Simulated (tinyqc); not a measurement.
Inside a calculation. Method: G0W0 on RHF in the sto-3g basis, for H2O, spin multiplicity 1. One step of it, computed by the program tinyqc.

Question. Orthogonalisation. S = U s U^T; symmetric (Loewdin) form X = U s^(-1/2) U^T, so that X^T S X = 1.

overlap S:
```
           1O 1s     1O 2s    1O 2px     1O 2py    1O 2pz     2H 1s      3H 1s
1O 1s   1.000000  0.236704  0.000000   0.000000  0.000000  0.057389   0.057389
1O 2s   0.236704  1.000000  0.000000   0.000000  0.000000  0.491939   0.491939
1O 2px  0.000000  0.000000  1.000000   0.000000  0.000000  0.000000   0.000000
1O 2py  0.000000  0.000000  0.000000   1.000000  0.000000  0.287684  -0.287684
1O 2pz  0.000000  0.000000  0.000000   0.000000  1.000000  0.281205   0.281205
2H 1s   0.057389  0.491939  0.000000   0.287684  0.281205  1.000000   0.324692
3H 1s   0.057389  0.491939  0.000000  -0.287684  0.281205  0.324692   1.000000
```

Give: eigenvalues of S; X.

Answer.

eigenvalues of S: 0.326  0.400  0.876  1.000  1.105  1.276  2.017

X:
```
         1O 1s   1O 2s  1O 2px  1O 2py  1O 2pz   2H 1s   3H 1s
1O 1s    1.024  -0.144   0.000   0.000  -0.012   0.022   0.022
1O 2s   -0.144   1.263   0.000   0.000   0.135  -0.305  -0.305
1O 2px   0.000   0.000   1.000   0.000   0.000   0.000   0.000
1O 2py   0.000   0.000   0.000   1.105   0.000  -0.229   0.229
1O 2pz  -0.012   0.135   0.000   0.000   1.076  -0.171  -0.171
2H 1s    0.022  -0.305   0.000  -0.229  -0.171   1.237  -0.126
3H 1s    0.022  -0.305   0.000   0.229  -0.171  -0.126   1.237
```
